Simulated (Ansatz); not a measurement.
# SiH (SMILES [SiH]): methods side by side

The species is SiH (2 atoms), meant as a doublet with charge 0. As SMILES, `[SiH]`. The coordinates come from a GFN2-xTB relaxation.

```xyz
2

Si    0.0000    0.0000    0.0000
H     0.0000    0.0000    1.5166
```

Quantity: the vertical energy of the quartet above the doublet, in eV. The values are calculated.

| level | kind | program | value (eV) | less FCI/3-21G | CPU time (all runs) |
| --- | --- | --- | --- | --- | --- |
| UHF/3-21G | Hartree–Fock | Ansatz | 0.79 | -0.34 | 0.14 s |
| UBLYP/3-21G | GGA | Ansatz | 1.79 | +0.66 | 1.3 s |
| UB3LYP/3-21G | global hybrid | Ansatz | 1.74 | +0.61 | 1.4 s |
| U-wB97M-V/3-21G | range-separated hybrid | Ansatz | 1.83 | +0.70 | 10 s |
| UB2PLYP/3-21G | double hybrid | Ansatz | 1.58 | +0.45 | 1.4 s |
| UCCSD(T)/3-21G | coupled cluster or CI | Ansatz | 1.13 | 0.00 | 0.39 s |
| UCCSDT/3-21G | coupled cluster or CI | Ansatz | 1.13 | 0.00 | 1 s |
| UCCSDTQ/3-21G | coupled cluster or CI | Ansatz | 1.13 | 0.00 | 8.5 s |
| FCI/3-21G | exact in the basis | Ansatz | 1.13 | 0.00 | 0.64 s |

FCI/3-21G is exact within its basis and frozen core, so for wave-function methods in that basis the difference is their error; functionals converge differently with the basis, so for them it is only a difference. The values span 0.79 to 1.83 eV. All rows use very small basis sets, so even the best lies far from the true value. CPU times are rough (shared hosts, several kinds of processor): they show what a rung costs within a factor of a few.
